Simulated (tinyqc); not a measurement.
Inside a calculation (part 2 of 2). Method: UKS/PBE0 in the sto-3g basis, for LiH+, spin multiplicity 2. Computed by tinyqc, a small Python program that keeps every step (integrals from PySCF). Command: `OMP_NUM_THREADS=1 python tinyqc.py 31454 31455 out.jsonl` (the two numbers bound the seeds that draw the settings). One thread of a shared host (Intel(R) Xeon(R) Processor @ 2.60GHz), about 2 s of CPU time with the checks.

Geometry (angstrom):
```
atom         x         y         z
Li    0.000000  0.000000  0.000000
H     0.000000  0.000000  2.523000
```

## Iteration 2: diagonalisation and new density

extrapolated F(alpha) (hartree), lower triangle:
```
            1Li 1s     1Li 2s    1Li 2px    1Li 2py    1Li 2pz      2H 1s
1Li 1s   -2.288125
1Li 2s   -0.626795  -0.434027
1Li 2px   0.000000   0.000000  -0.177595
1Li 2py   0.000000   0.000000   0.000000  -0.177595
1Li 2pz  -0.000423  -0.046300   0.000000   0.000000  -0.222598
2H 1s    -0.021575  -0.154065   0.000000   0.000000  -0.214880  -0.542559
```

extrapolated F(beta) (hartree), lower triangle:
```
            1Li 1s     1Li 2s    1Li 2px    1Li 2py    1Li 2pz     2H 1s
1Li 1s   -2.286514
1Li 2s   -0.625756  -0.411478
1Li 2px   0.000000   0.000000  -0.167676
1Li 2py   0.000000   0.000000   0.000000  -0.167676
1Li 2pz   0.000524  -0.025561   0.000000   0.000000  -0.184544
2H 1s    -0.021691  -0.071480   0.000000   0.000000  -0.084231  0.324532
```

X, lower triangle:
```
            1Li 1s     1Li 2s   1Li 2px   1Li 2py    1Li 2pz     2H 1s
1Li 1s    1.023262
1Li 2s   -0.127906   1.039375
1Li 2px   0.000000   0.000000  1.000000
1Li 2py   0.000000   0.000000  0.000000  1.000000
1Li 2pz  -0.003965   0.024064  0.000000  0.000000   1.034895
2H 1s     0.015783  -0.108279  0.000000  0.000000  -0.157831  1.050799
```

D(alpha) after iteration 1, lower triangle:
```
            1Li 1s    1Li 2s   1Li 2px   1Li 2py   1Li 2pz     2H 1s
1Li 1s    1.016763
1Li 2s   -0.073067  0.304774
1Li 2px   0.000000  0.000000  0.000000
1Li 2py   0.000000  0.000000  0.000000  0.000000
1Li 2pz  -0.057625  0.258189  0.000000  0.000000  0.219472
2H 1s    -0.049465  0.200423  0.000000  0.000000  0.174072  0.316190
```

D(beta) after iteration 1, lower triangle:
```
            1Li 1s     1Li 2s   1Li 2px   1Li 2py   1Li 2pz     2H 1s
1Li 1s    1.001531
1Li 2s   -0.005072   0.000927
1Li 2px   0.000000   0.000000  0.000000
1Li 2py   0.000000   0.000000  0.000000  0.000000
1Li 2pz   0.000219  -0.000006  0.000000  0.000000  0.000000
2H 1s     0.001236  -0.000125  0.000000  0.000000  0.000001  0.000017
```

overlap S, lower triangle:
```
           1Li 1s    1Li 2s   1Li 2px   1Li 2py   1Li 2pz     2H 1s
1Li 1s   1.000000
1Li 2s   0.241137  1.000000
1Li 2px  0.000000  0.000000  1.000000
1Li 2py  0.000000  0.000000  0.000000  1.000000
1Li 2pz  0.000000  0.000000  0.000000  0.000000  1.000000
2H 1s    0.007683  0.193464  0.000000  0.000000  0.290831  1.000000
```

Diagonalise F' = X^T F X, C = X C', fill 2 alpha and 1 beta electrons from the bottom; D(s) = C_occ C_occ^T; the new density keeps 0.7 of the old one (damping). Each column has its largest component positive (the first on a tie).

F' = X^T F X (alpha) (hartree), lower triangle:
```
           1          2          3          4          5          6
1  -2.239075
2  -0.320840  -0.313262
3   0.000000   0.000000  -0.177595
4   0.000000   0.000000   0.000000  -0.177595
5  -0.000509  -0.021967   0.000000   0.000000  -0.183050
6   0.016921  -0.071454   0.000000   0.000000  -0.112947  -0.504105
```

orbital energies (alpha) (hartree): MO1 -2.291142, MO2 -0.559398, MO3 -0.241692, MO4 -0.177595, MO5 -0.177595, MO6 -0.147260

coefficients C (alpha):
```
               MO1        MO2        MO3       MO4        MO5        MO6
1Li 1s    0.989545  -0.056424  -0.284720  0.000000   0.000000  -0.015512
1Li 2s    0.040434   0.166629   1.036540  0.000000   0.000000   0.071745
1Li 2px   0.000000   0.000000   0.000000  0.999933  -0.011597   0.000000
1Li 2py   0.000000   0.000000   0.000000  0.011597   0.999933   0.000000
1Li 2pz   0.002200   0.161929  -0.032556  0.000000   0.000000   1.034035
2H 1s    -0.005007   0.897622  -0.335383  0.000000   0.000000  -0.472049
```

F' = X^T F X (beta) (hartree), lower triangle:
```
           1          2          3          4          5         6
1  -2.237415
2  -0.321920  -0.297205
3   0.000000   0.000000  -0.167676
4   0.000000   0.000000   0.000000  -0.167676
5  -0.000687  -0.012351   0.000000   0.000000  -0.162963
6   0.019587  -0.079485   0.000000   0.000000  -0.116582  0.393099
```

orbital energies (beta) (hartree): MO1 -2.289453, MO2 -0.264084, MO3 -0.176514, MO4 -0.167676, MO5 -0.167676, MO6 0.425566

coefficients C (beta):
```
               MO1        MO2        MO3       MO4        MO5        MO6
1Li 1s    0.989735  -0.269226   0.094469  0.000000   0.000000   0.052027
1Li 2s    0.039727   0.968010  -0.342333  0.000000   0.000000  -0.230542
1Li 2px   0.000000   0.000000   0.000000  0.703761   0.710437   0.000000
1Li 2py   0.000000   0.000000   0.000000  0.710437  -0.703761   0.000000
1Li 2pz   0.001457   0.315514   0.933588  0.000000   0.000000  -0.354086
2H 1s    -0.004417   0.028520   0.039621  0.000000   0.000000   1.067080
```

D(alpha) after iteration 2, lower triangle:
```
            1Li 1s    1Li 2s   1Li 2px   1Li 2py   1Li 2pz     2H 1s
1Li 1s    1.006449
1Li 2s   -0.041964  0.222162
1Li 2px   0.000000  0.000000  0.000000
1Li 2py   0.000000  0.000000  0.000000  0.000000
1Li 2pz  -0.042426  0.188853  0.000000  0.000000  0.161498
2H 1s    -0.051306  0.185106  0.000000  0.000000  0.165452  0.463058
```

D(beta) after iteration 2, lower triangle:
```
            1Li 1s     1Li 2s   1Li 2px   1Li 2py    1Li 2pz     2H 1s
1Li 1s    0.994944
1Li 2s    0.008245   0.001123
1Li 2px   0.000000   0.000000  0.000000
1Li 2py   0.000000   0.000000  0.000000  0.000000
1Li 2pz   0.000585   0.000013  0.000000  0.000000   0.000001
2H 1s    -0.000446  -0.000140  0.000000  0.000000  -0.000001  0.000018
```

Within a degenerate level the vectors are fixed only up to a rotation; this is one choice.

## Iteration 58 (converged): orbitals

converged F(alpha) (hartree), lower triangle:
```
            1Li 1s     1Li 2s    1Li 2px    1Li 2py    1Li 2pz      2H 1s
1Li 1s   -2.285336
1Li 2s   -0.625688  -0.423074
1Li 2px   0.000000   0.000000  -0.166820
1Li 2py   0.000000   0.000000   0.000000  -0.166820
1Li 2pz   0.000067  -0.041421   0.000000   0.000000  -0.212247
2H 1s    -0.021534  -0.151296   0.000000   0.000000  -0.210618  -0.501784
```

converged F(beta) (hartree), lower triangle:
```
            1Li 1s     1Li 2s    1Li 2px    1Li 2py    1Li 2pz     2H 1s
1Li 1s   -2.283895
1Li 2s   -0.624939  -0.380774
1Li 2px   0.000000   0.000000  -0.145051
1Li 2py   0.000000   0.000000   0.000000  -0.145051
1Li 2pz   0.000495   0.003054   0.000000   0.000000  -0.139477
2H 1s    -0.021635  -0.026771   0.000000   0.000000  -0.011364  0.623860
```

Diagonalise F' = X^T F X, C = X C', fill 2 alpha and 1 beta electrons from the bottom; D(s) = C_occ C_occ^T. Each column has its largest component positive (the first on a tie).

F' = X^T F X (alpha) (hartree), lower triangle:
```
           1          2          3          4          5          6
1  -2.236265
2  -0.321476  -0.301597
3   0.000000   0.000000  -0.166820
4   0.000000   0.000000   0.000000  -0.166820
5  -0.000675  -0.016513   0.000000   0.000000  -0.172117
6   0.017337  -0.074909   0.000000   0.000000  -0.117128  -0.460577
```

orbital energies (alpha) (hartree): MO1 -2.288303, MO2 -0.524155, MO3 -0.228601, MO4 -0.166820, MO5 -0.166820, MO6 -0.129496

coefficients C (alpha):
```
               MO1        MO2        MO3       MO4        MO5        MO6
1Li 1s    0.989665  -0.063830  -0.280271  0.000000   0.000000  -0.040348
1Li 2s    0.039997   0.194471   1.020992  0.000000   0.000000   0.164682
1Li 2px   0.000000   0.000000   0.000000  0.995829  -0.091239   0.000000
1Li 2py   0.000000   0.000000   0.000000  0.091239   0.995829   0.000000
1Li 2pz   0.001817   0.189182  -0.134675  0.000000   0.000000   1.021070
2H 1s    -0.004798   0.875729  -0.308818  0.000000   0.000000  -0.527985
```

F' = X^T F X (beta) (hartree), lower triangle:
```
           1          2          3          4          5         6
1  -2.234467
2  -0.324780  -0.269684
3   0.000000   0.000000  -0.145051
4   0.000000   0.000000   0.000000  -0.145051
5  -0.003377   0.009558   0.000000   0.000000  -0.129940
6   0.019038  -0.069483   0.000000   0.000000  -0.094032  0.691726
```

orbital energies (beta) (hartree): MO1 -2.286783, MO2 -0.223079, MO3 -0.145051, MO4 -0.145051, MO5 -0.140522, MO6 0.708018

coefficients C (beta):
```
               MO1        MO2       MO3        MO4        MO5        MO6
1Li 1s    0.989897  -0.286384  0.000000   0.000000  -0.009057   0.041189
1Li 2s    0.039147   1.034206  0.000000   0.000000   0.035055  -0.191364
1Li 2px   0.000000   0.000000  0.077435   0.996997   0.000000   0.000000
1Li 2py   0.000000   0.000000  0.996997  -0.077435   0.000000   0.000000
1Li 2pz   0.001070  -0.019757  0.000000   0.000000   1.010397  -0.274262
2H 1s    -0.004448  -0.025498  0.000000   0.000000  -0.039263   1.067169
```

D(alpha) after iteration 58, lower triangle:
```
            1Li 1s    1Li 2s   1Li 2px   1Li 2py   1Li 2pz     2H 1s
1Li 1s    0.983510
1Li 2s    0.027170  0.039419
1Li 2px   0.000000  0.000000  0.000000
1Li 2py   0.000000  0.000000  0.000000  0.000000
1Li 2pz  -0.010277  0.036863  0.000000  0.000000  0.035793
2H 1s    -0.060646  0.170112  0.000000  0.000000  0.165664  0.766925
```

D(beta) after iteration 58, lower triangle:
```
            1Li 1s     1Li 2s   1Li 2px   1Li 2py    1Li 2pz     2H 1s
1Li 1s    0.979896
1Li 2s    0.038752   0.001532
1Li 2px   0.000000   0.000000  0.000000
1Li 2py   0.000000   0.000000  0.000000  0.000000
1Li 2pz   0.001059   0.000042  0.000000  0.000000   0.000001
2H 1s    -0.004403  -0.000174  0.000000  0.000000  -0.000005  0.000020
```

Within a degenerate level the vectors are fixed only up to a rotation; this is one choice.

## Convergence

Stop when the energy changes by less than 1e-10 hartree and every element of the error matrix X^T (F D S - S D F) X (for each spin) is below 3e-06.

Course of the cycle:
```
iteration  E (hartree)     change  largest element of the error matrix
1          -7.49169853          -                             1.28e-01
2          -7.53980261  -4.81e-02                             8.90e-02
3          -7.57257946  -3.28e-02                             6.10e-02
4          -7.59473320  -2.22e-02                             4.26e-02
5          -7.60988207  -1.51e-02                             2.97e-02
6          -7.62032134  -1.04e-02                             2.09e-02
7          -7.62756276  -7.24e-03                             1.47e-02
8          -7.63260272  -5.04e-03                             1.03e-02
9          -7.63611820  -3.52e-03                             7.21e-03
10         -7.63857315  -2.45e-03                             5.05e-03
11         -7.64028867  -1.72e-03                             3.54e-03
12         -7.64148816  -1.20e-03                             2.48e-03
13         -7.64232715  -8.39e-04                             1.73e-03
14         -7.64291414  -5.87e-04                             1.21e-03
...                ...        ...                                  ...
45         -7.64428278  -9.25e-09                             1.92e-08
46         -7.64428278  -6.48e-09                             1.34e-08
47         -7.64428279  -4.53e-09                             9.39e-09
48         -7.64428279  -3.17e-09                             6.57e-09
49         -7.64428279  -2.22e-09                             4.60e-09
50         -7.64428279  -1.55e-09                             3.22e-09
51         -7.64428279  -1.09e-09                             2.25e-09
52         -7.64428279  -7.62e-10                             1.58e-09
53         -7.64428280  -5.33e-10                             1.10e-09
54         -7.64428280  -3.73e-10                             7.73e-10
55         -7.64428280  -2.61e-10                             5.41e-10
56         -7.64428280  -1.83e-10                             3.79e-10
57         -7.64428280  -1.28e-10                             2.65e-10
58         -7.64428280  -8.96e-11                             1.86e-10
```

PySCF UKS in the same basis, fine grid, after a stability check = -7.64413857 hartree

Converged in 58 iterations. The coarse grid moves the energy by -1.44e-04 hartree.

## Populations, bond orders and dipole

Mulliken: Z minus the diagonal of D S on the atom; Loewdin: the same with S^(1/2) D S^(1/2); Mayer order: 2 sum_s sum (D(s) S)_ij (D(s) S)_ji over the two atoms.

Charges (e):
```
atom  Mulliken   Loewdin  Mulliken spin
1Li   0.847500  0.826469       0.152401
2H    0.152500  0.173531       0.847599
```

Mayer bond orders:
```
pair     order
2-1   0.258321
```

dipole moment about the origin, x y z (debye): 0.000000  0.000000  0.895988

<S^2> of the determinant (pure state: 0.75) = 0.750001
